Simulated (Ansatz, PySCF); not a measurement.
Caution: the highest occupied level lies above zero, so the state may not be bound. Another site gives an ion 0.10 eV lower (`[CH2-]CC`) at the level frozen-core CCSD(T)/aug-cc-pVTZ // B3LYP-D3(BJ)/def2-TZVPD (Ansatz, a program for electronic structure).

B3LYP has the VWN-RPA correlation part, as in Gaussian. Delta-SCF ions had no search for a lower state. 

Z-matrix (Å, degrees):
```
C
H 1 1.1010
C 1 1.5100 2 108.76
H 3 1.0974 1 112.30 2 52.66
H 3 1.1005 4 106.33 1 -123.15
H 3 1.1363 4 106.32 5 -110.79
C 1 1.5100 2 108.76 3 -120.15
H 7 1.0974 1 112.30 2 -52.66
H 7 1.1005 8 106.33 1 123.15
H 7 1.1363 8 106.32 9 110.79
```
Charge -1, spin multiplicity 1.

Question: Predict the vertical detachment energy (Delta-SCF), total energy and HOMO from B3LYP-D3(BJ)/def2-TZVPD (PySCF).

Answer: 
The vertical detachment energy (Delta-SCF) comes out as 0.08 eV and the total energy is -118.5218 Ha. The HOMO comes out as 1.86 eV.
